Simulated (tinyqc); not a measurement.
Worked calculation (part 2 of 2): ROHF in the sto-3g basis, for OH+, spin multiplicity 3. This run ends on a higher stationary point, not on the lowest solution. Computed by tinyqc, a small Python program that keeps every step (integrals from PySCF). Command: `OMP_NUM_THREADS=1 python tinyqc.py 29163 29164 out.jsonl` (the two numbers bound the seeds that draw the settings). One thread of a shared host (Intel(R) Xeon(R) Processor @ 2.60GHz), about 0.05 s of CPU time with the checks.

Geometry (angstrom):

| atom | x | y | z |
|---|---|---|---|
| O | 0.00000 | 0.00000 | 0.00000 |
| H | 0.00000 | 0.00000 | 1.46200 |

## Iteration 19 (converged): orbitals

converged F (hartree), lower triangle:
```
            1O 1s     1O 2s    1O 2px    1O 2py    1O 2pz     2H 1s
1O 1s   -20.89405
1O 2s    -5.30312  -2.83828
1O 2px    0.00000   0.00000  -0.88001
1O 2py    0.00000   0.00000   0.05489  -0.57787
1O 2pz   -0.00737  -0.10262   0.00000   0.00000  -0.59605
2H 1s    -0.38408  -0.54688   0.00000   0.00000  -0.33258  -0.50837
```

X, lower triangle:
```
           1O 1s     1O 2s   1O 2px   1O 2py    1O 2pz    2H 1s
1O 1s    1.02224
1O 2s   -0.12504   1.04108
1O 2px   0.00000   0.00000  1.00000
1O 2py   0.00000   0.00000  0.00000  1.00000
1O 2pz  -0.00225   0.01837  0.00000  0.00000   1.01761
2H 1s    0.01190  -0.11536  0.00000  0.00000  -0.11103  1.03609
```

Diagonalise F' = X^T F X, C = X C', fill 5 alpha and 3 beta electrons from the bottom; D(s) = C_occ C_occ^T. Each column has its largest component positive (the first on a tie).

F' = X^T F X (hartree), lower triangle:
```
           1         2         3         4         5         6
1  -20.53006
2   -2.65434  -1.91142
3    0.00000   0.00000  -0.88001
4    0.00000   0.00000   0.05489  -0.57787
5   -0.00736  -0.06238   0.00000   0.00000  -0.55073
6   -0.00298  -0.25377   0.00000   0.00000  -0.22873  -0.38408
```

orbital energies (hartree): MO1 -20.90117, MO2 -1.60354, MO3 -0.88968, MO4 -0.67067, MO5 -0.56821, MO6 -0.20092

coefficients C:
```
             MO1       MO2       MO3       MO4      MO5       MO6
1O 1s    0.99510  -0.25558   0.00000   0.05608  0.00000   0.04546
1O 2s    0.02011   0.99376   0.00000  -0.25379  0.00000  -0.24652
1O 2px   0.00000   0.00000   0.98486   0.00000  0.17338   0.00000
1O 2py   0.00000   0.00000  -0.17338   0.00000  0.98486   0.00000
1O 2pz   0.00093   0.09903   0.00000   0.80015  0.00000  -0.63098
2H 1s   -0.00234   0.10301   0.00000   0.44413  0.00000   0.94414
```

D(alpha) after iteration 19, lower triangle:
```
           1O 1s     1O 2s   1O 2px   1O 2py   1O 2pz    2H 1s
1O 1s    1.05868
1O 2s   -0.24821   1.05236
1O 2px   0.00000   0.00000  1.00000
1O 2py   0.00000   0.00000  0.00000  1.00000
1O 2pz   0.02048  -0.10464  0.00000  0.00000  0.65006
2H 1s   -0.00375  -0.01040  0.00000  0.00000  0.36557  0.20787
```

D(beta) after iteration 19, lower triangle:
```
           1O 1s    1O 2s    1O 2px   1O 2py   1O 2pz    2H 1s
1O 1s    1.05554
1O 2s   -0.23398  0.98795
1O 2px   0.00000  0.00000   0.96994
1O 2py   0.00000  0.00000  -0.17075  0.03006
1O 2pz  -0.02439  0.09843   0.00000  0.00000  0.00981
2H 1s   -0.02866  0.10232   0.00000  0.00000  0.01020  0.01062
```

## Convergence

Stop when the energy changes by less than 1e-10 hartree and every element of the error matrix X^T (F D S - S D F) X is below 3e-06.

Course of the cycle:

| iteration | E (hartree) | change | largest element of the error matrix |
|---|---|---|---|
| 1 | -28.5736677 | - | 1.28e-01 |
| 2 | -73.7538329 | -4.52e+01 | 1.64e-01 |
| 3 | -73.8671162 | -1.13e-01 | 6.44e-02 |
| 4 | -73.8798097 | -1.27e-02 | 2.57e-02 |
| 5 | -73.8826408 | -2.83e-03 | 1.42e-02 |
| 6 | -73.8834640 | -8.23e-04 | 8.42e-03 |
| 7 | -73.8837011 | -2.37e-04 | 4.70e-03 |
| 8 | -73.8837679 | -6.67e-05 | 2.54e-03 |
| 9 | -73.8837864 | -1.85e-05 | 1.35e-03 |
| 10 | -73.8837914 | -5.07e-06 | 7.09e-04 |
| 11 | -73.8837928 | -1.39e-06 | 3.72e-04 |
| 12 | -73.8837932 | -3.77e-07 | 1.94e-04 |
| 13 | -73.8837933 | -1.03e-07 | 1.01e-04 |
| 14 | -73.8837933 | -2.79e-08 | 5.28e-05 |
| 15 | -73.8837933 | -7.57e-09 | 2.75e-05 |
| 16 | -73.8837933 | -2.06e-09 | 1.44e-05 |
| 17 | -73.8837933 | -5.58e-10 | 7.48e-06 |
| 18 | -73.8837933 | -1.52e-10 | 3.90e-06 |
| 19 | -73.8837933 | -4.11e-11 | 2.03e-06 |

PySCF ROHF in the same basis = -73.9859690 hartree

Converged in 19 iterations. But the solution lies 0.10218 hartree above the reference: it is another stationary point, not the lowest one. Reruns (cap 100 unless said): DIIS 8: converged in 18 to a higher stationary point; atomic densities as start, DIIS 8: converged in 8.

## Populations, bond orders and dipole

overlap S, lower triangle:
```
          1O 1s    1O 2s   1O 2px   1O 2py   1O 2pz    2H 1s
1O 1s   1.00000
1O 2s   0.23670  1.00000
1O 2px  0.00000  0.00000  1.00000
1O 2py  0.00000  0.00000  0.00000  1.00000
1O 2pz  0.00000  0.00000  0.00000  0.00000  1.00000
2H 1s   0.01672  0.21275  0.00000  0.00000  0.20938  1.00000
```

Mulliken: Z minus the diagonal of D S on the atom; Loewdin: the same with S^(1/2) D S^(1/2); Mayer order: 2 sum_s sum (D(s) S)_ij (D(s) S)_ji over the two atoms.

Charges (e):

| atom | Mulliken | Loewdin | Mulliken spin |
|---|---|---|---|
| 1O | 0.31618 | 0.34247 | 1.75191 |
| 2H | 0.68382 | 0.65753 | 0.24809 |

Mayer bond orders:

| pair | order |
|---|---|
| 2-1 | 0.47083 |

dipole moment about the origin, x y z (debye): 0.00000  0.00000  4.69142
